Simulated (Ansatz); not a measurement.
# C2H3NO: ionisation energy by level of theory

One table from this session's results is given with a row withheld; the runs are named, their logs left out.

Program: Ansatz 0.2.0, Gaussian basis. Level of theory: unrestricted cation, the program's frozen cores in correlated methods. These are calculated values, not measurements.

Plan: UKS PBE-D4/def2-TZVPP; UKS r2SCAN-D4/def2-TZVPP; UKS PBE0-D4/def2-TZVPP; UKS B3LYP-D4/def2-TZVPP; UKS wB97X-V/def2-TZVPP; UKS wB97M-V/def2-TZVPP; UKS B2PLYP/def2-TZVPP; UHF-CCSD(T)/def2-TZVPP; UHF-MP2/def2-QZVPP; extrapolation to the limit; then −ε(HOMO) from the neutral's earlier runs with LDA (SPW92), PBE-D4, revPBE-D4, BLYP-D4, r2SCAN-D4, B97M-V, PBE0-D4, B3LYP-D4, r2SCANh-D4, r2SCAN0-D4, HSE06-D4, BHLYP-D4, CAM-B3LYP-D4, LC-ωPBE, ωB97X-V, ωB97M-V.

## Structure used throughout

All runs share one geometry, relaxed beforehand with PBE0-D4 in a triple-zeta def2 set.

SMILES `NC#CO`, 7 atoms, charge 0, spin multiplicity 1.

Atoms are counted from 1 here; the program's logs count them from 0.

Bond lengths: N1–C2 1.351 Å, N1–H5 1.009 Å, N1–H6 1.009 Å, C2–C3 1.200 Å, C3–O4 1.311 Å, O4–H7 0.964 Å. Angles: C2–N1–H5 114.8°, C2–N1–H6 114.9°, H5–N1–H6 111.6°, N1–C2–C3 175.4°, C2–C3–O4 173.6°, C3–O4–H7 109.7°.

The first run:

Input file in.yaml:

```yaml
crystal:
  periodic: [false, false, false]
  atoms:
    - {symbol: N, position_ang: [-0.577509, 1.461705, -0.134949]}
    - {symbol: C, position_ang: [-0.118437, 0.196795, -0.019163]}
    - {symbol: C, position_ang: [0.377628, -0.892684, 0.066457]}
    - {symbol: O, position_ang: [0.783568, -2.133936, 0.184948]}
    - {symbol: H, position_ang: [-1.182788, 1.622337, -0.926115]}
    - {symbol: H, position_ang: [-0.961100, 1.852923, 0.712301]}
    - {symbol: H, position_ang: [1.739936, -2.175239, 0.070821]}
basis:
  gaussian: {orbitals: def2-TZVPP}
total_charge: 1
magnetization: {spin_polarized: true, initial_magnetization: 1}
hamiltonian: {xc: pbe, dispersion: d4}
```

Run with:

```sh
$ ansatz run in.yaml --threads 2 --pin off --events-out ev --progress --plain --max-ram 4352MiB
```

Among the steps run: Cation, UKS PBE-D4/def2-TZVPP; Cation, UKS r2SCAN-D4/def2-TZVPP; Cation, UKS PBE0-D4/def2-TZVPP; Cation, UKS B3LYP-D4/def2-TZVPP; Cation, UKS wB97X-V/def2-TZVPP; Cation, UKS wB97M-V/def2-TZVPP; Cation, UKS B2PLYP (frozen core)/def2-TZVPP; Cation, UHF-CCSD(T)/def2-TZVPP; Cation, UHF-MP2/def2-QZVPP.

One table of the session follows, with a row left open; its other results are not shown here.

It belongs to the step «Ionisation energies side by side». Orbital estimates, from the neutral's runs:

```
  functional  −ε(HOMO) (eV)
 LDA (SPW92)           5.00
      PBE-D4           4.83
   revPBE-D4           4.77
     BLYP-D4           4.72
   r2SCAN-D4           5.04
      B97M-V           5.09
     PBE0-D4           6.11
    B3LYP-D4           5.90
  r2SCANh-D4           5.53
  r2SCAN0-D4           6.26
    HSE06-D4           5.71
    BHLYP-D4           7.30
CAM-B3LYP-D4           7.49
     LC-ωPBE           8.84
     ωB97X-V              ?
     ωB97M-V           8.35
```

**Question.** Estimate the row for ωB97X-V.

The run gave: −ε(HOMO) (eV): 8.46. In the column «−ε(HOMO) (eV)» it lies between ωB97M-V (8.35) and LC-ωPBE (8.84).
